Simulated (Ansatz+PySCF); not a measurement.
The numbers below are computed, except where a source is named.
This PySCF input gave a total energy of -40.22995 hartree.

```python
from pyscf import gto, scf, mp

mol = gto.M(atom="""
C 0.000000 0.000000 0.000000
H 0.855880 0.855880 0.855880
H 0.633990 -0.633990 -0.633990
H -0.633990 0.633990 -0.633990
H -0.633990 -0.633990 0.633990
""", basis='6-31g', charge=0, spin=0)
mf = scf.RHF(mol)
mf.kernel()
pt = mp.MP2(mf, frozen=1).run()
print(mf.e_tot, pt.e_corr, pt.e_tot)
```

Write an input for Ansatz with the same method and basis set.

```yaml
crystal:
  periodic: [false, false, false]
  atoms:
    - { symbol: C, position_ang: [0.0, 0.0, 0.0] }
    - { symbol: H, position_ang: [0.85588, 0.85588, 0.85588] }
    - { symbol: H, position_ang: [0.63399, -0.63399, -0.63399] }
    - { symbol: H, position_ang: [-0.63399, 0.63399, -0.63399] }
    - { symbol: H, position_ang: [-0.63399, -0.63399, 0.63399] }
basis:
  gaussian: { orbitals: "6-31G" }
hamiltonian:
  xc: hf
correlation:
  method: mp2
  frozen_orbitals: { C: 1, H: 0 }
scf:
  omitted_lower_state_checks: [stability, starts, atomic_configurations, cluster_reference, orbital_swaps, given_window_search, neighbouring_geometries, increment]
```

Ansatz (development build ahead of 0.2.0) gave -40.22995 hartree, 0.03 meV from the first. Caution: bonds are stretched, where a single reference can fail.
